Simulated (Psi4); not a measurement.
# A workflow on CH4OSi (SMILES CO[SiH])

Aim: a geometry optimisation (PBE0-D4/aug-cc-pVDZ), then vibrational wavenumbers of CH4OSi. 

The calculation is run with Psi4 1.11.

## Step 1: The system as given

CH4OSi: 7 atoms, total charge 0, spin state singlet. As SMILES, `CO[SiH]`. Geometry: relaxed at PBE0-D4/def2-TZVP. This is one conformer, not always the lowest. The run starts from this shape.

Bond lengths: C1–O2 1.410 Å, O2–Si3 1.639 Å, C1–H4 1.092 Å, C1–H5 1.095 Å, C1–H6 1.092 Å, Si3–H7 1.552 Å. Angles: C1–O2–Si3 130.6°, O2–C1–H4 109.2°, O2–C1–H5 110.9°, O2–C1–H6 109.2°, O2–Si3–H7 97.1°, H4–C1–H5 109.5°, H4–C1–H6 108.5°, H5–C1–H6 109.5°.

## Step 2: A geometry optimisation at PBE0-D4/aug-cc-pVDZ (density fitting) (run 1)

Contents of job.in:

```
memory 1.6 GB

molecule geom {
  0 1
  C
  O 1 1.410234
  Si 2 1.63872 1 130.592
  H 1 1.092386 2 109.1901 3 120.92578
  H 1 1.095114 4 109.48344 2 121.61844
  H 1 1.092454 4 108.53334 5 119.44861
  H 3 1.551711 2 97.14136 1 -0.00713
}

set {
  basis aug-cc-pVDZ
  geom_maxiter 60
}

E = optimize("pbe0-d4")
```

Command:

```sh
psi4 -n 1 job.in job.out
```

job.out:

```text
[...]
  Running in c1 symmetry.
[...]
  Nuclear repulsion =  101.069910450782501
[...]
  Multiplicity = 1
[...]
  Nalpha       = 16
  Nbeta        = 16
[...]
    Number of basis functions: 109
[...]
   @DF-RKS iter   1:  -404.72315342848123   -3.76774e-01   6.40078e-03 DIIS/ADIIS
[...]
   @DF-RKS iter   7:  -404.95884943140624   -6.19593e-12   5.85167e-09 DIIS
[...]
    Orbital Energies [Eh]
    ---------------------
    Doubly Occupied:
       1A    -66.302359     2A    -19.247790     3A    -10.286327
       4A     -5.363482     5A     -3.700523     6A     -3.696937
       7A     -3.691798     8A     -1.054698     9A     -0.716188
      10A     -0.547750    11A     -0.474867    12A     -0.472499
      13A     -0.419202    14A     -0.330642    15A     -0.329321
      16A     -0.245820
[...]
  @DF-RKS Final Energy:  -404.95884943140624
   => Energetics <=
    Nuclear Repulsion Energy =             99.6949043757066278
    One-Electron Energy =                -756.1229586556146387
    Two-Electron Energy =                 278.7985693147032862
    DFT Exchange-Correlation Energy =     -27.3260179863672761
    Empirical Dispersion Energy =          -0.0033464798342530
    VV10 Nonlocal Energy =                  0.0000000000000000
    Total Energy =                       -404.9588494314062359
[...]
 Multipole Moments:
 ------------------------------------------------------------------------------------
     Multipole            Electronic (a.u.)      Nuclear  (a.u.)        Total (a.u.)
 ------------------------------------------------------------------------------------
 L = 1.  Multiply by 2.5417464519 to convert [e a0] to [Debye]
 Dipole X            :         -0.0006874            0.0006682           -0.0000192
 Dipole Y            :         -0.2905042            0.2048776           -0.0856266
 Dipole Z            :          4.8938422           -5.4886481           -0.5948059
 Magnitude           :                                                    0.6009376
[...]
  -Total Gradient:
     Atom            X                  Y                   Z
    ------   -----------------  -----------------  -----------------
       1       -0.000008300714     0.000039822999     0.000172437825
       2        0.000012958561    -0.000029477640    -0.000093664783
       3       -0.000008593853    -0.000019123625     0.000052842703
       4        0.000006604769    -0.000003506090    -0.000007354014
       5       -0.000002831294     0.000007746726    -0.000021472701
       6       -0.000006018126    -0.000004093196    -0.000000097167
       7        0.000006228295     0.000021385094     0.000004794665
[...]
    Final optimized geometry and variables:
    Molecular point group: c1
    Full point group: C1
    Geometry (in Angstrom), charge = 0, multiplicity = 1:
    C
    O             1    1.415074
    SI            2    1.685239      1  128.590395
    H             1    1.098966      2  109.052509      3  120.862011
    H             1    1.101016      4  109.483991      2  121.892021
    H             1    1.098965      4  108.504810      5  119.440227
    H             3    1.561818      2   96.583475      1    0.026925
    Psi4 run time: 0:00:36.25
[...]
```

The script printed:

```text
Optimizer: Optimization complete!
```

Run time: 38 s. Hardware: 1 thread of AMD EPYC 9R45 (Zen 5), shared host; peak memory 0.81 GiB.

Step by step:

| step | energy from the first frame kept (eV) | largest force (eV/Å) |
| --- | --- | --- |
| 0 | 0.0000 | 1.3632 |
| 1 | -0.0307 | 0.4100 |
| 2 | -0.0344 | 0.0893 |
| 3 | -0.0348 | 0.0239 |
| 4 | -0.0348 | 0.0091 |

After the run. Bond lengths: C1–O2 1.415 Å, O2–Si3 1.685 Å, C1–H4 1.099 Å, C1–H5 1.101 Å, C1–H6 1.099 Å, Si3–H7 1.562 Å. Angles: C1–O2–Si3 128.6°, O2–C1–H4 109.1°, O2–C1–H5 111.2°, O2–C1–H6 109.1°, O2–Si3–H7 96.6°, H4–C1–H5 109.5°, H4–C1–H6 108.5°, H5–C1–H6 109.5°.

## Step 3: Vibrational wavenumbers at PBE0-D4/aug-cc-pVDZ (density fitting) (run 2)

Contents of job.dat:

```
memory 1600 MB

molecule geom {
  C     -0.544998     0.488885    -0.327049
  O     -0.475561    -0.446314     0.732676
  Si     0.833328    -1.390958     1.216916
  H     -1.333468     0.179628    -1.027336
  H      0.415017     0.557141    -0.861789
  H     -0.808094     1.474708     0.081188
  H      1.836847    -0.872979     0.138064
  symmetry c1
}

set globals {
  basis                      aug-cc-pVDZ
  reference                  rks
  t                          400.0
  rotational_symmetry_number 1
}

energy_value, wavefunction = freq("pbe0-d4", return_wfn=True)
```

Command:

```sh
psi4 job.dat job.out -n 1
```

job.out:

```text
[...]
  Running in c1 symmetry.
[...]
  Nuclear repulsion =   99.694906916577310
[...]
  Multiplicity = 1
[...]
  Nalpha       = 16
  Nbeta        = 16
[...]
    Number of basis functions: 109
[...]
   @DF-RKS iter   1:  -404.72482298702096   -4.29309e-01   6.36206e-03 DIIS/ADIIS
[...]
   @DF-RKS iter  11:  -404.95884845294449   -6.08225e-12   5.29448e-09 DIIS
[...]
    Orbital Energies [Eh]
    ---------------------
    Doubly Occupied:
       1A    -66.302443     2A    -19.247791     3A    -10.286394
       4A     -5.363545     5A     -3.700585     6A     -3.697000
       7A     -3.691864     8A     -1.054712     9A     -0.716124
      10A     -0.547699    11A     -0.474789    12A     -0.472527
      13A     -0.419071    14A     -0.330626    15A     -0.329310
      16A     -0.245852
[...]
  @DF-RKS Final Energy:  -404.95884845294449
   => Energetics <=
    Nuclear Repulsion Energy =             99.6896952698401009
    One-Electron Energy =                -756.1125473037002394
    Two-Electron Energy =                 278.7929994674480554
    DFT Exchange-Correlation Energy =     -27.3256492237763808
    Empirical Dispersion Energy =          -0.0033466627559888
    VV10 Nonlocal Energy =                  0.0000000000000000
    Total Energy =                       -404.9588484529444941
[...]
 Multipole Moments:
 ------------------------------------------------------------------------------------
     Multipole            Electronic (a.u.)      Nuclear  (a.u.)        Total (a.u.)
 ------------------------------------------------------------------------------------
 L = 1.  Multiply by 2.5417464519 to convert [e a0] to [Debye]
 Dipole X            :          0.5162409           -0.4646895            0.0515514
 Dipole Y            :         -3.2907257            3.6667153            0.3759896
 Dipole Z            :          3.5988819           -4.0628180           -0.4639361
 Magnitude           :                                                    0.5993851
[...]
  -Total Gradient:
     Atom            X                  Y                   Z
    ------   -----------------  -----------------  -----------------
       1        0.000080791319    -0.000481191348    -0.000184732263
       2       -0.000009362182     0.000193812271    -0.000077779954
       3       -0.000171991749    -0.000174921103     0.000292948769
       4        0.000027531184    -0.000047429385    -0.000025317630
       5       -0.000007210315    -0.000021845263    -0.000034336025
       6       -0.000091527841     0.000334599322     0.000341531622
       7        0.000164713535     0.000128343651    -0.000228894743
[...]
  ==> Harmonic Vibrational Analysis <==
[...]
  Freq [cm^-1]                 136.5397            315.8297            362.6592
[...]
  IR activ [km/mol]             2.1620              5.2314              3.2620
[...]
  Freq [cm^-1]                 730.7591            871.5123           1129.1529
[...]
  IR activ [km/mol]            71.3219             77.7285             195.8944
[...]
  Freq [cm^-1]                1163.9565           1180.5731           1439.8468
[...]
  IR activ [km/mol]             3.0011             20.5717              6.4092
[...]
  Freq [cm^-1]                1461.5970           1466.5785           1911.6251
[...]
  IR activ [km/mol]             3.6312              8.9360             354.9321
[...]
  Freq [cm^-1]                3028.7654           3119.6646           3129.5724
[...]
  IR activ [km/mol]            55.9527             21.3470             22.0840
[...]
  Total E_0, Enthalpy at 0 [K]                                                         -404.90998585 [Eh]
[...]
  Total H, Enthalpy at  400.00 [K]                                                     -404.90183624 [Eh]
[...]
  Total G, Gibbs energy at  400.00 [K]                                                 -404.94768069 [Eh]
[...]
```

The script printed:

```text
Warning: used thermodynamics relations inappropriate for low-frequency modes: ['136.5397' '315.8297' '362.6592']
```

Run time: 4.8 min. Hardware: 1 thread of AMD EPYC 9R45 (Zen 5), shared host; peak memory 0.81 GiB.

## Step 4: What came out

| quantity | value |
| --- | --- |
| run 1, PBE0-D4/aug-cc-pVDZ: total energy at the end | -404.95885 Eh |
| run 1, PBE0-D4/aug-cc-pVDZ: dipole moment | 1.53 D |
| run 1, PBE0-D4/aug-cc-pVDZ: HOMO energy | -6.69 eV |
| run 1, PBE0-D4/aug-cc-pVDZ: LUMO energy | -2.17 eV |
| run 1, PBE0-D4/aug-cc-pVDZ: HOMO–LUMO gap | 4.52 eV |
| run 1, PBE0-D4/aug-cc-pVDZ: dispersion energy | -8.79 kJ/mol |
| run 2, PBE0-D4/aug-cc-pVDZ: lowest harmonic wavenumber | 137 cm⁻¹ |
| run 2, PBE0-D4/aug-cc-pVDZ: highest harmonic wavenumber | 3130 cm⁻¹ |
| run 2, PBE0-D4/aug-cc-pVDZ: zero-point energy | 128.3 kJ/mol |
| run 2, PBE0-D4/aug-cc-pVDZ: ideal-gas entropy at 400 K (symmetry number 1 as used) | 71.9 cal/(mol K) |

**Reading.** The optimisation (run 1, PBE0-D4/aug-cc-pVDZ) took 5 steps and changed the energy by -0.035 eV. All 15 modes (run 2, PBE0-D4/aug-cc-pVDZ) are real, so the shape is a minimum at this level.
